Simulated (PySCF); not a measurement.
Screening by computed properties: pick the candidate that meets the target.

Species are written as SMILES; each is one conformer at its optimised geometry, gas phase, non-relativistic unless stated; the electronic structure was computed with PySCF and density fitting.

The conformers computed, where there is a choice (atom-mapped SMILES and torsion angles):
- `[CH3:1][Si:2]([CH3:3])([Cl:4])[CH:5]=[C:6]=[S:7]`: C1–Si2–C5–C6 -62°
- `[CH2:1]=[C:2]([Cl:3])[C@@H:4]1[CH2:5][S:6][SiH2:7]1`: C1–C2–C4–C5 -128°
- `[CH3:1][SiH2:2][CH2:3][SiH2:4][S:5][SiH3:6]`: C1–Si2–C3–Si4 -55°, Si2–C3–Si4–S5 -53°, C3–Si4–S5–Si6 -55°

(1) Wanted: dipole moment above 2.6 D (CAM-B3LYP/def2-SVPD) and lowest singlet excitation below 2 eV (TDDFT CAM-B3LYP/def2-SVPD), at GFN2-xTB geometries. Which candidate meets both?
A. `C[Si](C)(Cl)C=C=S` (C4H7ClSSi)
B. `C([SiH2]S[SiH3])[SiH2]C` (C2H12SSi3)
C. `C=C(Cl)[C@@H]1CS[SiH2]1` (C4H7ClSSi)
D. `CN=O` (CH3NO)
E. `FC(F)=C(F)F` (C2F4)

(2) Wanted: HOMO energy above -8.4 eV (CAM-B3LYP/def2-SVPD) and smallest rotational constant below 6 GHz (GFN2-xTB), at GFN2-xTB geometries. Which candidate meets both?
A. `O=NC` (CH3NO)
B. `[C@H]1(CS[SiH2]1)C(=C)Cl` (C4H7ClSSi)
C. `C[SiH2]C[SiH2]S[SiH3]` (C2H12SSi3)
D. `C(F)(=C(F)F)F` (C2F4)

(3) Wanted: static isotropic polarisability between 28 au and 107 au (CAM-B3LYP/def2-SVPD) and HOMO–LUMO gap below 10 eV (CAM-B3LYP/def2-SVPD), at GFN2-xTB geometries. Which candidate meets both?
A. `C([SiH2]S[SiH3])[SiH2]C` (C2H12SSi3)
B. `CN=O` (CH3NO)
C. `C=C(Cl)[C@@H]1CS[SiH2]1` (C4H7ClSSi)
D. `C[Si](C)(Cl)C=C=S` (C4H7ClSSi)
E. `FC(F)=C(F)F` (C2F4)

(4) Wanted: electronic spatial extent ⟨r²⟩ about the centre of nuclear charge above 1500 bohr² (CAM-B3LYP/def2-SVPD) and lowest triplet excitation (Tamm–Dancoff) above 5 eV (TDA CAM-B3LYP/def2-SVPD), at GFN2-xTB geometries. Which candidate meets both?
A. `C[Si](C)(Cl)C=C=S` (C4H7ClSSi)
B. `C([SiH2]S[SiH3])[SiH2]C` (C2H12SSi3)
C. `CN=O` (CH3NO)
D. `FC(F)=C(F)F` (C2F4)
E. `C=C(Cl)[C@@H]1CS[SiH2]1` (C4H7ClSSi)

## Answers

(1) D. Computed values:
| species | dipole moment | lowest singlet excitation |
| --- | --- | --- |
| FC(F)=C(F)F (C2F4) | 0.00 D | 6.83 eV |
| C[Si](C)(Cl)C=C=S (C4H7ClSSi) | 0.97 D | 2.68 eV |
| C([SiH2]S[SiH3])[SiH2]C (C2H12SSi3) | 1.62 D | 6.03 eV |
| C=C(Cl)[C@@H]1CS[SiH2]1 (C4H7ClSSi) | 2.38 D | 5.15 eV |
| CN=O (CH3NO) | 2.74 D | 1.72 eV |

(2) B. Computed values:
```csv
species,HOMO energy,smallest rotational constant
C(F)(=C(F)F)F (C2F4),-9.34 eV,2.014 GHz
C[SiH2]C[SiH2]S[SiH3] (C2H12SSi3),-8.46 eV,0.733 GHz
O=NC (CH3NO),-8.31 eV,10.329 GHz
[C@H]1(CS[SiH2]1)C(=C)Cl (C4H7ClSSi),-8.15 eV,0.933 GHz
```

(3) C. Computed values:
```
                            species  static isotropic polarisability  HOMO–LUMO gap
                       CN=O (CH3NO)                          26.7 au        7.17 eV
                 FC(F)=C(F)F (C2F4)                          29.3 au       10.23 eV
C=C(Cl)[C@@H]1CS[SiH2]1 (C4H7ClSSi)                         104.3 au        8.44 eV
      C[Si](C)(Cl)C=C=S (C4H7ClSSi)                         110.7 au        6.83 eV
C([SiH2]S[SiH3])[SiH2]C (C2H12SSi3)                         123.3 au        9.20 eV
```

(4) B. Computed values:
| species | electronic spatial extent ⟨r²⟩ about the centre of nuclear charge | lowest triplet excitation (Tamm–Dancoff) |
| --- | --- | --- |
| CN=O (CH3NO) | 149 bohr² | 0.72 eV |
| FC(F)=C(F)F (C2F4) | 497 bohr² | 4.60 eV |
| C=C(Cl)[C@@H]1CS[SiH2]1 (C4H7ClSSi) | 1349 bohr² | 4.10 eV |
| C[Si](C)(Cl)C=C=S (C4H7ClSSi) | 1726 bohr² | 2.39 eV |
| C([SiH2]S[SiH3])[SiH2]C (C2H12SSi3) | 1757 bohr² | 5.67 eV |
